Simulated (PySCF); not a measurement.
PySCF input (M06-2X/def2-TZVPD):

```python
from pyscf import gto, scf, dft

mol = gto.M(
    atom='''
    C     1.52595049    0.66962465   -0.00514131
    C     0.01306672    0.83177596    0.01107469
    S    -0.76842299   -0.82795444   -0.00401662
    H    -2.04530251   -0.41196503    0.01342695
    H    -0.30620621    1.36414052    0.90638732
    H    -0.32262366    1.38796375   -0.86351038
    H     2.00875442    1.64843170    0.00355520
    H     1.87121493    0.11325855    0.86772264
    H     1.85482770    0.13703792   -0.89891611
    ''',
    basis='def2-tzvpd',
    charge=0,
    spin=0,
    verbose=4,
)

mf = dft.RKS(mol, xc='m062x').density_fit(auxbasis='def2-universal-jkfit')
mf.grids.level = 4
mf.conv_tol = 1e-9
mf.max_cycle = 100
mf.max_memory = 1500
mf.kernel()
if not mf.converged:
    mf = mf.newton()
    mf.kernel(mf.make_rdm1())
mf.analyze()
```

Output:

```
PySCF version 2.14.0

[INPUT] verbose = 4
[INPUT] num. atoms = 9
[INPUT] num. electrons = 34
[INPUT] charge = 0
[INPUT] spin (= nelec alpha-beta = 2S) = 0
[INPUT] symmetry False subgroup None
[INPUT] Mole.unit = angstrom
[INPUT] Symbol           X                Y                Z      unit          X                Y                Z       unit  Magmom
[INPUT]  1 C      1.525950490000   0.669624650000  -0.005141310000 AA    2.883628505746   1.265407194758  -0.009715667821 Bohr   0.0
[INPUT]  2 C      0.013066720000   0.831775960000   0.011074690000 AA    0.024692522146   1.571828761397   0.020928131014 Bohr   0.0
[INPUT]  3 S     -0.768422990000  -0.827954440000  -0.004016620000 AA   -1.452108998919  -1.564607135218  -0.007590311746 Bohr   0.0
[INPUT]  4 H     -2.045302510000  -0.411965030000   0.013426950000 AA   -3.865061585785  -0.778501079598   0.025373258188 Bohr   0.0
[INPUT]  5 H     -0.306206210000   1.364140520000   0.906387320000 AA   -0.578645874541   2.577851978222   1.712823797579 Bohr   0.0
[INPUT]  6 H     -0.322623660000   1.387963750000  -0.863510380000 AA   -0.609670358705   2.622871358324  -1.631798123919 Bohr   0.0
[INPUT]  7 H      2.008754420000   1.648431700000   0.003555200000 AA    3.795995705310   3.115084448051   0.006718354318 Bohr   0.0
[INPUT]  8 H      1.871214930000   0.113258550000   0.867722640000 AA    3.536083737897   0.214027640765   1.639758141685 Bohr   0.0
[INPUT]  9 H      1.854827700000   0.137037920000  -0.898916110000 AA    3.505116361257   0.258964137480  -1.698705256859 Bohr   0.0

nuclear repulsion = 107.336929283292
number of shells = 72
number of NR pGTOs = 242
number of NR cGTOs = 174
basis = def2-tzvpd
ecp = {}

******** <class 'pyscf.df.df_jk.DFRKS'> ********
method = DFRKS
initial guess = minao
damping factor = 0
level_shift factor = 0
DIIS = <class 'pyscf.scf.diis.CDIIS'>
diis_start_cycle = 1
diis_space = 8
diis_damp = 0
SCF conv_tol = 1e-09
SCF conv_tol_grad = None
SCF max_cycles = 100
direct_scf = False
XC library pyscf.dft.libxc version 7.1.2
    S. Lehtola, C. Steigemann, M. J. T. Oliveira, and M. A. L. Marques,  SoftwareX 7, 1–5 (2018)
XC functionals = m062x
    Y. Zhao and D. G. Truhlar,  Theor. Chem. Acc. 120, 215 (2008)
    Y. Zhao and D. G. Truhlar,  Theor. Chem. Acc. 120, 215 (2008)
radial grids:
    Treutler-Ahlrichs [JCP 102, 346 (1995); DOI:10.1063/1.469408] (M4) radial grids

becke partition: Becke, JCP 88, 2547 (1988); DOI:10.1063/1.454033
pruning grids: <function nwchem_prune>
grids dens level: 4
symmetrized grids: False
atomic radii adjust function: <function treutler_atomic_radii_adjust>
small_rho_cutoff = 0
Set gradient conv threshold to 3.16228e-05
Initial guess from minao.
tot grids = 180160
******** <class 'pyscf.df.df.DF'> ********
auxbasis = def2-universal-jkfit
init E= -478.123542199437
[...]
cycle= 10 E= -477.99131939153  delta_E= -6.08e-11  |g|= 1.15e-06  |ddm|= 3.15e-05
  HOMO = -0.29310847806024  LUMO = 0.0123503314897488  gap/eV = 8.31196
Extra cycle  E= -477.99131939153  delta_E= -2.27e-13  |g|= 4.51e-07  |ddm|= 4.18e-06
converged SCF energy = -477.99131939153
**** SCF Summaries ****
Total Energy =                        -477.991319391529942
Nuclear Repulsion Energy =             107.336929283292093
One-electron Energy =                 -869.302722713979392
Two-electron Energy =                  283.974474039157371
Two-electron Coulomb Energy =          322.706935068130520
DFT Exchange-Correlation Energy =      -38.732461028973162
HOMO-LUMO gap [eV] =                     8.311957579874418
**** MO energy ****
MO #1   energy= -89.8928806212922  occ= 2
MO #2   energy= -10.5695942049238  occ= 2
MO #3   energy= -10.5366392048046  occ= 2
MO #4   energy= -8.25183231733126  occ= 2
MO #5   energy= -6.17153356929537  occ= 2
MO #6   energy= -6.16964432808846  occ= 2
MO #7   energy= -6.16635015208065  occ= 2
MO #8   energy= -0.897272515590089 occ= 2
MO #9   energy= -0.791933710944416 occ= 2
MO #10  energy= -0.685386815209863 occ= 2
MO #11  energy= -0.533977739371037 occ= 2
MO #12  energy= -0.525330034017058 occ= 2
MO #13  energy= -0.456714140190975 occ= 2
MO #14  energy= -0.429037237295746 occ= 2
MO #15  energy= -0.423221958495328 occ= 2
MO #16  energy= -0.38088427132163  occ= 2
MO #17  energy= -0.29310847806024  occ= 2
MO #18  energy= 0.0123503314897488 occ= 0
MO #19  energy= 0.0234679475033757 occ= 0
MO #20  energy= 0.031089722533363  occ= 0
MO #21  energy= 0.0381719517921369 occ= 0
MO #22  energy= 0.0566087655023133 occ= 0
MO #23  energy= 0.0700431845096386 occ= 0
MO #24  energy= 0.0822518083895143 occ= 0
MO #25  energy= 0.1042393729766    occ= 0
MO #26  energy= 0.10652873465762   occ= 0
MO #27  energy= 0.113871722886664  occ= 0
MO #28  energy= 0.129873920204765  occ= 0
MO #29  energy= 0.153613953096419  occ= 0
MO #30  energy= 0.15660404668388   occ= 0
MO #31  energy= 0.168597390501529  occ= 0
MO #32  energy= 0.169553966952296  occ= 0
MO #33  energy= 0.175231381423977  occ= 0
MO #34  energy= 0.196011316753771  occ= 0
MO #35  energy= 0.207258469617574  occ= 0
MO #36  energy= 0.218715414588864  occ= 0
MO #37  energy= 0.235942954420505  occ= 0
MO #38  energy= 0.244146277989253  occ= 0
MO #39  energy= 0.246705898724398  occ= 0
MO #40  energy= 0.257771395149707  occ= 0
MO #41  energy= 0.272229867273121  occ= 0
MO #42  energy= 0.279335430475778  occ= 0
MO #43  energy= 0.285804431095623  occ= 0
MO #44  energy= 0.290084779292852  occ= 0
MO #45  energy= 0.292733575809694  occ= 0
MO #46  energy= 0.306638674924547  occ= 0
MO #47  energy= 0.313234637436605  occ= 0
MO #48  energy= 0.319211721894908  occ= 0
MO #49  energy= 0.320864195573996  occ= 0
MO #50  energy= 0.326087507373099  occ= 0
MO #51  energy= 0.340018565509431  occ= 0
MO #52  energy= 0.355117429153471  occ= 0
MO #53  energy= 0.389305430420342  occ= 0
MO #54  energy= 0.389845507696035  occ= 0
MO #55  energy= 0.393899263543125  occ= 0
MO #56  energy= 0.398212996698194  occ= 0
MO #57  energy= 0.399109876464498  occ= 0
MO #58  energy= 0.408124860235591  occ= 0
MO #59  energy= 0.408189465014752  occ= 0
MO #60  energy= 0.423333690583792  occ= 0
MO #61  energy= 0.427760479003374  occ= 0
MO #62  energy= 0.444153712603758  occ= 0
MO #63  energy= 0.450973873460904  occ= 0
MO #64  energy= 0.469259454710923  occ= 0
MO #65  energy= 0.5110061421336    occ= 0
MO #66  energy= 0.527868353023554  occ= 0
MO #67  energy= 0.528528698432861  occ= 0
MO #68  energy= 0.588012168428506  occ= 0
MO #69  energy= 0.588486864252611  occ= 0
MO #70  energy= 0.596696291004396  occ= 0
MO #71  energy= 0.627259315368445  occ= 0
MO #72  energy= 0.648487969379381  occ= 0
MO #73  energy= 0.651975738327756  occ= 0
MO #74  energy= 0.657316908928161  occ= 0
MO #75  energy= 0.677698704343267  occ= 0
MO #76  energy= 0.707403552793956  occ= 0
MO #77  energy= 0.722610336492515  occ= 0
MO #78  energy= 0.723615549193406  occ= 0
MO #79  energy= 0.732962829599998  occ= 0
MO #80  energy= 0.744024293303997  occ= 0
MO #81  energy= 0.748198613540428  occ= 0
MO #82  energy= 0.772479287580866  occ= 0
MO #83  energy= 0.790265897922286  occ= 0
MO #84  energy= 0.818783662470615  occ= 0
MO #85  energy= 0.845049559578863  occ= 0
MO #86  energy= 0.864133533340958  occ= 0
MO #87  energy= 0.962145612089822  occ= 0
MO #88  energy= 0.96708793042584   occ= 0
MO #89  energy= 0.991025640116383  occ= 0
MO #90  energy= 1.03751922278973   occ= 0
MO #91  energy= 1.16475992854166   occ= 0
MO #92  energy= 1.17624191148529   occ= 0
MO #93  energy= 1.19956327438106   occ= 0
MO #94  energy= 1.23322597151892   occ= 0
MO #95  energy= 1.26555105312894   occ= 0
MO #96  energy= 1.27878286482097   occ= 0
MO #97  energy= 1.33946056514115   occ= 0
MO #98  energy= 1.50963832820316   occ= 0
MO #99  energy= 1.51507167677812   occ= 0
MO #100 energy= 1.65536419734367   occ= 0
MO #101 energy= 1.66239888302048   occ= 0
MO #102 energy= 1.67023410789706   occ= 0
MO #103 energy= 1.68487419911038   occ= 0
MO #104 energy= 1.68909576946243   occ= 0
MO #105 energy= 1.73274079293302   occ= 0
MO #106 energy= 1.73651661760481   occ= 0
MO #107 energy= 1.7867694610311    occ= 0
[...]
```
